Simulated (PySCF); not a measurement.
Species: C4H4S2.
Bonds: S1–C2, C2–C3 (aromatic), C3–C4 (aromatic), C4–C5 (aromatic), C5–S6 (aromatic), C2–S6 (aromatic). Hydrogens: H7 on S1; H8 on C3; H9 on C4; H10 on C5.

Theory: PBE0-D3(BJ)/def2-SVP geometry optimisation, gas phase in PySCF.

Task: Give the optimised bond lengths and angles.

Result: 
| bond | length (pm) | order |
| --- | --- | --- |
| S1–C2 | 175.7 | single |
| C2–C3 | 137.5 | aromatic |
| C3–C4 | 142.1 | aromatic |
| C4–C5 | 137.2 | aromatic |
| C5–S6 | 171.4 | aromatic |
| C2–S6 | 173.2 | aromatic |
| S1–H7 | 135.4 | single |
| C3–H8 | 109.1 | single |
| C4–H9 | 109.1 | single |
| C5–H10 | 109.0 | single |

Orders are formal, as drawn. A selection of angles:
| angle | degrees |
| --- | --- |
| C2–S1–H7 | 97.6 |
| S1–C2–C3 | 127.2 |
| S1–C2–S6 | 121.8 |
| C3–C2–S6 | 110.9 |
| C2–C3–C4 | 112.8 |
| C2–C3–H8 | 122.3 |
| C4–C3–H8 | 124.9 |
| C3–C4–C5 | 112.5 |
| C3–C4–H9 | 124.2 |
| C5–C4–H9 | 123.4 |
| C4–C5–S6 | 111.8 |
| C4–C5–H10 | 127.9 |
| S6–C5–H10 | 120.3 |
| C2–S6–C5 | 92.0 |

Dihedral angles: H7–S1–C2–C3 -105° (anticlinal). The mirror-image conformer, all signs reversed, is as good.

S1 (thiol sulfur) is bent (angle 97.6°). The 5-membered ring C2–C3–C4–C5–S6 has internal angles of 92.0° to 112.8°; it is planar, 0.00 Å rms from its mean plane, widest ring torsion 1°. The C–S distances run from 1.714 Å (C5–S6, aromatic) to 1.757 Å (S1–C2, drawn single), a spread of 0.043 Å. The C–C distances run from 1.372 Å (C4–C5, aromatic) to 1.421 Å (C3–C4, aromatic), a spread of 0.049 Å.

Not checked by PBE0-D3(BJ)/def2-SVP frequencies. One conformer, not necessarily the lowest (H–S1–C2–C3 -105°).
